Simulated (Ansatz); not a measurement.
# H3O (doublet): wB97M-V, B2PLYP, RPA-PBE over a scan of the distance H1–H2 along a hydrogen transfer, cc-pVDZ, part 2 of 2

Ansatz 0.2.0, Gaussian basis; cc-pVDZ, all electrons in the functionals, frozen cores in the correlation of double hybrids and RPA.

## 9. B2PLYP, 0.962 Å

Input file in.yaml:

```yaml
crystal:
  periodic: [false, false, false]
  atoms:
    - {symbol: H, position_ang: [-2.067838, 0.049803, 0.000000]}
    - {symbol: H, position_ang: [-1.105838, 0.049803, 0.000000]}
    - {symbol: O, position_ang: [0.173162, 0.049803, 0.000000]}
    - {symbol: H, position_ang: [0.425020, -0.890147, 0.000000]}
basis:
  gaussian: {orbitals: cc-pVDZ}
magnetization: {spin_polarized: true, initial_magnetization: 1}
hamiltonian: {xc: {name: B2PLYP}}
correlation: {electrons: outside_noble_gas}
```

Run with:

```bash
ansatz run in.yaml --threads 1 --pin off --events-out ev --progress --plain --max-ram 2816MiB --backend cpu
```

Output (excerpt; [...] marks lines left out):

```text
Functional definition: B2PLYP
  name "B2PLYP"
  cite "Grimme, J. Chem. Phys. 124, 034108 (2006) doi:10.1063/1.2148954"
  cite "Becke, Phys. Rev. A 38, 3098 (1988) doi:10.1103/PhysRevA.38.3098"
  cite "Lee, Yang & Parr, Phys. Rev. B 37, 785 (1988) doi:10.1103/PhysRevB.37.785"
[...]
258 factors; integrals over basis functions are off by at most 1.5e-3 eV
[...]
mean field -2088.66842355 eV, -76.7571488153 hartree, gradient 3.5e-6 eV, S^2 0.777486; 2 other end points of the search recorded, 0 dependent functions left out
1 core orbitals not correlated: weight in the atoms' cores, before any rotation towards them, 1.000 or more for the frozen orbitals, at most 0.000 for the correlated occupied ones
reference -2088.66851565 eV, -76.7571521996 hartree; 5, 4 occupied and 23, 24 virtual orbitals, 258 factors
second order -6.71389625 eV of doubles, -0.00000000 eV of singles
Total energy: -2090.48126763 eV, -76.8237696064 hartree
```

Run time: 0.64 s. Hardware: 1 thread of AMD EPYC 7R13, shared host.

From the report: ⟨S²⟩ of the determinant 0.777 (pure doublet: 0.75).

From 0.745 Å: +0.6 kcal/mol.

## 10. B2PLYP, 1.106 Å

Input file in.yaml:

```yaml
crystal:
  periodic: [false, false, false]
  atoms:
    - {symbol: H, position_ang: [-2.075468, 0.049803, 0.000000]}
    - {symbol: H, position_ang: [-0.969468, 0.049803, 0.000000]}
    - {symbol: O, position_ang: [0.165532, 0.049803, 0.000000]}
    - {symbol: H, position_ang: [0.417391, -0.890147, 0.000000]}
basis:
  gaussian: {orbitals: cc-pVDZ}
magnetization: {spin_polarized: true, initial_magnetization: 1}
hamiltonian: {xc: {name: B2PLYP}}
correlation: {electrons: outside_noble_gas}
```

The command is unchanged.

Output (excerpt; [...] marks lines left out):

```text
Functional definition: B2PLYP
  name "B2PLYP"
  cite "Grimme, J. Chem. Phys. 124, 034108 (2006) doi:10.1063/1.2148954"
  cite "Becke, Phys. Rev. A 38, 3098 (1988) doi:10.1103/PhysRevA.38.3098"
  cite "Lee, Yang & Parr, Phys. Rev. B 37, 785 (1988) doi:10.1103/PhysRevB.37.785"
[...]
260 factors; integrals over basis functions are off by at most 1.4e-3 eV
[...]
mean field -2088.85071911 eV, -76.7638480535 hartree, gradient 3.7e-6 eV, S^2 0.767871; 0 other end points of the search recorded, 0 dependent functions left out
1 core orbitals not correlated: weight in the atoms' cores, before any rotation towards them, 1.000 or more for the frozen orbitals, at most 0.000 for the correlated occupied ones
reference -2088.85081475 eV, -76.7638515680 hartree; 5, 4 occupied and 23, 24 virtual orbitals, 260 factors
second order -6.94881137 eV of doubles, -0.00000000 eV of singles
Total energy: -2090.72699382 eV, -76.8327998771 hartree
```

Wall time 0.49 s (1 thread of AMD EPYC 7R13, shared host).

From the report: ⟨S²⟩ of the determinant 0.768 (pure doublet: 0.75).

From 0.745 Å: -5.1 kcal/mol.

## 11. B2PLYP, 1.251 Å

Input file in.yaml:

```yaml
crystal:
  periodic: [false, false, false]
  atoms:
    - {symbol: H, position_ang: [-2.083151, 0.049803, 0.000000]}
    - {symbol: H, position_ang: [-0.832151, 0.049803, 0.000000]}
    - {symbol: O, position_ang: [0.157849, 0.049803, 0.000000]}
    - {symbol: H, position_ang: [0.409708, -0.890147, 0.000000]}
basis:
  gaussian: {orbitals: cc-pVDZ}
magnetization: {spin_polarized: true, initial_magnetization: 1}
hamiltonian: {xc: {name: B2PLYP}}
correlation: {electrons: outside_noble_gas}
```

The command is unchanged.

Output (excerpt; [...] marks lines left out):

```text
Functional definition: B2PLYP
  name "B2PLYP"
  cite "Grimme, J. Chem. Phys. 124, 034108 (2006) doi:10.1063/1.2148954"
  cite "Becke, Phys. Rev. A 38, 3098 (1988) doi:10.1103/PhysRevA.38.3098"
  cite "Lee, Yang & Parr, Phys. Rev. B 37, 785 (1988) doi:10.1103/PhysRevB.37.785"
[...]
259 factors; integrals over basis functions are off by at most 1.5e-3 eV
[...]
mean field -2089.19901015 eV, -76.7766475129 hartree, gradient 2.7e-6 eV, S^2 0.754446; 0 other end points of the search recorded, 0 dependent functions left out
1 core orbitals not correlated: weight in the atoms' cores, before any rotation towards them, 1.000 or more for the frozen orbitals, at most 0.000 for the correlated occupied ones
reference -2089.19910772 eV, -76.7766510985 hartree; 5, 4 occupied and 23, 24 virtual orbitals, 259 factors
second order -6.76608506 eV of doubles, -0.00000000 eV of singles
Total energy: -2091.02595068 eV, -76.8437863393 hartree
```

Wall time 0.43 s (1 thread of AMD EPYC 7R13, shared host).

From the report: ⟨S²⟩ of the determinant 0.754 (pure doublet: 0.75).

From 0.745 Å: -12.0 kcal/mol.

## 12. RPA-PBE, 0.745 Å

Input file in.yaml:

```yaml
crystal:
  periodic: [false, false, false]
  atoms:
    - {symbol: H, position_ang: [-2.056341, 0.049803, 0.000000]}
    - {symbol: H, position_ang: [-1.311341, 0.049803, 0.000000]}
    - {symbol: O, position_ang: [0.184659, 0.049803, 0.000000]}
    - {symbol: H, position_ang: [0.436518, -0.890147, 0.000000]}
basis:
  gaussian: {orbitals: cc-pVDZ}
magnetization: {spin_polarized: true, initial_magnetization: 1}
hamiltonian: {xc: {name: PBE}}
correlation: {method: rpa, electrons: outside_noble_gas}
```

Same command.

Output (excerpt; [...] marks lines left out):

```text
Functional definition: PBE
  name "PBE"
  cite "Perdew, Burke & Ernzerhof, Phys. Rev. Lett. 77, 3865 (1996) doi:10.1103/PhysRevLett.77.3865"
  parent pbe
[...]
257 factors; integrals over basis functions are off by at most 1.5e-3 eV
[...]
mean field -2090.06752771 eV, -76.8085649448 hartree, gradient 1.8e-6 eV, S^2 0.752957; 6 other end points of the search recorded, 0 dependent functions left out
1 core orbitals not correlated: weight in the atoms' cores, before any rotation towards them, 1.000 or more for the frozen orbitals, at most 0.000 for the correlated occupied ones
reference -2081.13735965 eV, -76.4803873214 hartree; 5, 4 occupied and 23, 24 virtual orbitals, 257 factors
Total energy: -2090.27649048 eV, -76.8162441850 hartree
```

It took 1.2 s on 1 thread of AMD EPYC 7R13, shared host.

From the report: ⟨S²⟩ of the determinant 0.753 (pure doublet: 0.75).

## 13. RPA-PBE, 0.817 Å

Input file in.yaml:

```yaml
crystal:
  periodic: [false, false, false]
  atoms:
    - {symbol: H, position_ang: [-2.060156, 0.049803, 0.000000]}
    - {symbol: H, position_ang: [-1.243156, 0.049803, 0.000000]}
    - {symbol: O, position_ang: [0.180844, 0.049803, 0.000000]}
    - {symbol: H, position_ang: [0.432703, -0.890147, 0.000000]}
basis:
  gaussian: {orbitals: cc-pVDZ}
magnetization: {spin_polarized: true, initial_magnetization: 1}
hamiltonian: {xc: {name: PBE}}
correlation: {method: rpa, electrons: outside_noble_gas}
```

Launched as before.

Output (excerpt; [...] marks lines left out):

```text
Functional definition: PBE
  name "PBE"
  cite "Perdew, Burke & Ernzerhof, Phys. Rev. Lett. 77, 3865 (1996) doi:10.1103/PhysRevLett.77.3865"
  parent pbe
[...]
259 factors; integrals over basis functions are off by at most 1.5e-3 eV
[...]
mean field -2090.17557192 eV, -76.8125354962 hartree, gradient 1.1e-6 eV, S^2 0.754010; 6 other end points of the search recorded, 0 dependent functions left out
1 core orbitals not correlated: weight in the atoms' cores, before any rotation towards them, 1.000 or more for the frozen orbitals, at most 0.000 for the correlated occupied ones
reference -2080.97319713 eV, -76.4743544604 hartree; 5, 4 occupied and 23, 24 virtual orbitals, 259 factors
Total energy: -2090.29220515 eV, -76.8168216881 hartree
```

Run time: 1.6 s. Hardware: 1 thread of AMD EPYC 7R13, shared host.

From the report: ⟨S²⟩ of the determinant 0.754 (pure doublet: 0.75).

From 0.745 Å: -0.4 kcal/mol.

## 14. RPA-PBE, 0.962 Å

Input file in.yaml:

```yaml
crystal:
  periodic: [false, false, false]
  atoms:
    - {symbol: H, position_ang: [-2.067838, 0.049803, 0.000000]}
    - {symbol: H, position_ang: [-1.105838, 0.049803, 0.000000]}
    - {symbol: O, position_ang: [0.173162, 0.049803, 0.000000]}
    - {symbol: H, position_ang: [0.425020, -0.890147, 0.000000]}
basis:
  gaussian: {orbitals: cc-pVDZ}
magnetization: {spin_polarized: true, initial_magnetization: 1}
hamiltonian: {xc: {name: PBE}}
correlation: {method: rpa, electrons: outside_noble_gas}
```

Launched as before.

Output (excerpt; [...] marks lines left out):

```text
Functional definition: PBE
  name "PBE"
  cite "Perdew, Burke & Ernzerhof, Phys. Rev. Lett. 77, 3865 (1996) doi:10.1103/PhysRevLett.77.3865"
  parent pbe
[...]
258 factors; integrals over basis functions are off by at most 1.5e-3 eV
[...]
mean field -2090.26787792 eV, -76.8159276793 hartree, gradient 1.5e-6 eV, S^2 0.755956; 6 other end points of the search recorded, 0 dependent functions left out
1 core orbitals not correlated: weight in the atoms' cores, before any rotation towards them, 1.000 or more for the frozen orbitals, at most 0.000 for the correlated occupied ones
reference -2080.68050169 eV, -76.4635981013 hartree; 5, 4 occupied and 23, 24 virtual orbitals, 258 factors
Total energy: -2090.23689003 eV, -76.8147888953 hartree
```

It took 1 s on 1 thread of AMD EPYC 7R13, shared host.

From the report: ⟨S²⟩ of the determinant 0.756 (pure doublet: 0.75).

From 0.745 Å: +0.9 kcal/mol.

## 15. RPA-PBE, 1.106 Å

Input file in.yaml:

```yaml
crystal:
  periodic: [false, false, false]
  atoms:
    - {symbol: H, position_ang: [-2.075468, 0.049803, 0.000000]}
    - {symbol: H, position_ang: [-0.969468, 0.049803, 0.000000]}
    - {symbol: O, position_ang: [0.165532, 0.049803, 0.000000]}
    - {symbol: H, position_ang: [0.417391, -0.890147, 0.000000]}
basis:
  gaussian: {orbitals: cc-pVDZ}
magnetization: {spin_polarized: true, initial_magnetization: 1}
hamiltonian: {xc: {name: PBE}}
correlation: {method: rpa, electrons: outside_noble_gas}
```

Same command.

Output (excerpt; [...] marks lines left out):

```text
Functional definition: PBE
  name "PBE"
  cite "Perdew, Burke & Ernzerhof, Phys. Rev. Lett. 77, 3865 (1996) doi:10.1103/PhysRevLett.77.3865"
  parent pbe
[...]
260 factors; integrals over basis functions are off by at most 1.4e-3 eV
[...]
mean field -2090.46321680 eV, -76.8231062506 hartree, gradient 4.8e-6 eV, S^2 0.754541; 4 other end points of the search recorded, 0 dependent functions left out
1 core orbitals not correlated: weight in the atoms' cores, before any rotation towards them, 1.000 or more for the frozen orbitals, at most 0.000 for the correlated occupied ones
reference -2080.96421968 eV, -76.4740245450 hartree; 5, 4 occupied and 23, 24 virtual orbitals, 260 factors
Total energy: -2090.39742944 eV, -76.8206886096 hartree
```

Run time: 0.98 s. Hardware: 1 thread of AMD EPYC 7R13, shared host.

From the report: ⟨S²⟩ of the determinant 0.755 (pure doublet: 0.75).

From 0.745 Å: -2.8 kcal/mol.

## 16. RPA-PBE, 1.251 Å

Input file in.yaml:

```yaml
crystal:
  periodic: [false, false, false]
  atoms:
    - {symbol: H, position_ang: [-2.083151, 0.049803, 0.000000]}
    - {symbol: H, position_ang: [-0.832151, 0.049803, 0.000000]}
    - {symbol: O, position_ang: [0.157849, 0.049803, 0.000000]}
    - {symbol: H, position_ang: [0.409708, -0.890147, 0.000000]}
basis:
  gaussian: {orbitals: cc-pVDZ}
magnetization: {spin_polarized: true, initial_magnetization: 1}
hamiltonian: {xc: {name: PBE}}
correlation: {method: rpa, electrons: outside_noble_gas}
```

Launched as before.

Output (excerpt; [...] marks lines left out):

```text
Functional definition: PBE
  name "PBE"
  cite "Perdew, Burke & Ernzerhof, Phys. Rev. Lett. 77, 3865 (1996) doi:10.1103/PhysRevLett.77.3865"
  parent pbe
[...]
259 factors; integrals over basis functions are off by at most 1.5e-3 eV
[...]
mean field -2090.62543012 eV, -76.8290674802 hartree, gradient 2.6e-6 eV, S^2 0.751893; 1 other end points of the search recorded, 0 dependent functions left out
1 core orbitals not correlated: weight in the atoms' cores, before any rotation towards them, 1.000 or more for the frozen orbitals, at most 0.000 for the correlated occupied ones
reference -2081.58047006 eV, -76.4966713289 hartree; 5, 4 occupied and 23, 24 virtual orbitals, 259 factors
Total energy: -2090.63566443 eV, -76.8294435841 hartree
```

Wall time 0.58 s (1 thread of AMD EPYC 7R13, shared host).

From the report: ⟨S²⟩ of the determinant 0.752 (pure doublet: 0.75).

From 0.745 Å: -8.3 kcal/mol.

## 17. The comparison

The yardstick is UCCSDTQ, where the cluster series has nearly closed. It comes from earlier runs at the same points. Energies in kcal/mol, counted from 0.745 Å; blanks weren't run or aren't comparable.

```
  level  0.745 Å  0.817 Å  0.962 Å  1.106 Å  1.251 Å
UCCSDTQ      0.0      0.4      2.4     -3.7    -11.9
wB97M-V      0.0     -0.6      0.1     -5.1    -11.6
 B2PLYP      0.0     -0.3      0.6     -5.1    -12.0
RPA-PBE      0.0     -0.4      0.9     -2.8     -8.3
```

Largest miss and mean time a point (UCCSDTQ took 17 s a point; shared hosts):

```
  level  largest miss (kcal/mol)    where  time a point
wB97M-V                     -2.3  0.962 Å         1.5 s
 B2PLYP                     -1.7  0.962 Å        0.68 s
RPA-PBE                     +3.6  1.251 Å         1.1 s
```

## 18. What came out

This closing draws on all 2 parts.

| quantity | value |
| --- | --- |
| span of the UCCSDTQ curve | 14.3 kcal/mol |
| largest miss, wB97M-V | -2.3 kcal/mol (0.962 Å) |
| largest miss, B2PLYP | -1.7 kcal/mol (0.962 Å) |
| largest miss, RPA-PBE | +3.6 kcal/mol (1.251 Å) |

**Reading.** Of the functionals, B2PLYP keep the smallest largest miss at the points compared (at most 1.7 kcal/mol) and RPA-PBE strays most (3.6 kcal/mol, at 1.251 Å). Functionals and the yardstick converge differently with the basis, so part of each miss in cc-pVDZ is the basis.
